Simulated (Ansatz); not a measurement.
Reactions of `C=COC(=C)N`.

Calculated with Ansatz (gas phase, PBE0-D4/def2-TZVP geometries, no zero-point term in ΔE). CCSD(T)/CBS adds triple-zeta CCSD(T) − MP2 to the extrapolated MP2 energy (def2 sets, frozen cores). Each species was taken in one conformer, which may not be the lowest.

Question: Order these by ΔE at CCSD(T)/CBS, lowest first. (Estimate.)
A. `C=COC(=C)N` + `CCC` → `C=CCCC` + `C=C(N)O`
B. `C=COC(=C)N` → `C#CCNCO`
C. `C=COC(=C)N` → `C/C=N/C(C)=O`

Answer: C (-111.7 kJ/mol), A (-39.9 kJ/mol), B (+71.5 kJ/mol).

Largest T1 diagnostic: 0.015, for `C/C=N/C(C)=O`.
